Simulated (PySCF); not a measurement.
Reaction (SMILES): OO (H2O2) + H+ → O[OH2+]
B3LYP-D3(BJ)/def2-TZVP geometries, fixed; electronic energies without zero-point terms; positive where energy is released.

Basis-set convergence of the proton affinity at PBE0 with PySCF. All functions are spherical. Density fitting with generated auxiliary sets. No added dispersion term, no relativity. Functions are those of the species that has most. Reference: the value in def2-QZVPPD, 167.51 kcal/mol, itself unsure by roughly 0.44 kcal/mol (its mean distance from pcseg-3, def2-QZVPP, cc-pVQZ). Deviations are taken from unrounded values. Cost is core time over that of 6-31G**, rough, on shared machines of one kind.

```
basis              functions  proton affinity (kcal/mol)  minus reference (kcal/mol)  cost
-----------------  ---------  --------------------------  --------------------------  ----
6-31G**                   43                      172.43                        4.92    1×
cc-pVDZ                   43                      170.94                        3.43  0.8×
def2-SVP                  43                      170.76                        3.25  0.9×
6-311G**                  54                      170.14                        2.63    1×
aug-cc-pVDZ               73                      166.01                       -1.50    1×
def2-TZVP                 80                      167.64                        0.13    2×
cc-pVTZ                  102                      169.42                        1.91    2×
pcseg-2                  102                      167.46                       -0.05    2×
def2-TZVPP               104                      168.28                        0.77    3×
jun-cc-pV(T+d)Z          120                      167.23                       -0.28    3×
def2-TZVPPD              131                      167.39                       -0.13    3×
6-311++G(3df,3pd)        132                      167.24                       -0.27    3×
pcseg-3                  219                      167.57                        0.06    5×
```
